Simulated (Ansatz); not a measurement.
```yaml
crystal:
  periodic: [false, false, false]
  atoms:
    - {symbol: B, position_ang: [-0.666314, 0.031238, -0.001306]}
    - {symbol: Be, position_ang: [0.972327, -0.129330, 0.001674]}
    - {symbol: H, position_ang: [-1.546990, 0.821305, -0.000963]}
basis:
  gaussian: {orbitals: def2-TZVP}
hamiltonian: {xc: pbe0}
relax: {f_tol: 0.004, max_steps: 80}
```

```sh
$ ansatz run in.yaml --threads 1 --pin off --events-out ev --progress --plain --max-ram 2176MiB
```

Steps of the relaxation (energy above the last step; positions in Å, forces in eV/Å):

```
3
step 1, 346.4 meV
B    -0.666    0.031   -0.001   -2.689    0.088   -0.005
Be    0.972   -0.129    0.002    2.811   -0.248    0.005
H    -1.547    0.821   -0.001   -0.122    0.160    0.000
```

```
3
step 2, 153.6 meV
B    -0.701    0.028   -0.001   -1.273   -0.238   -0.003
Be    1.034   -0.140    0.002    1.226    0.015    0.003
H    -1.574    0.836   -0.001    0.047    0.223    0.001
```

```
3
step 3, 33.0 meV
B    -0.773   -0.038   -0.002   -0.395   -0.181   -0.001
Be    1.088   -0.117    0.002    0.195    0.117    0.001
H    -1.556    0.878   -0.001    0.200    0.064    0.001
```

```
3
step 6, 0.0 meV
B    -0.843   -0.125   -0.002    0.001   -0.001    0.000
Be    1.073   -0.063    0.002    0.002   -0.001    0.000
H    -1.471    0.911   -0.001   -0.003    0.002    0.000
```

Close pairs at the end: B1–H3 1.211 Å, B1–Be2 1.916 Å.

A stationary point of restricted PBE0 after 6 steps (its stability towards spin polarisation wasn't tested); no frequencies were run, so it isn't proven a minimum. 2.6 s on 1 thread of Intel Xeon 6975P-C, shared host.
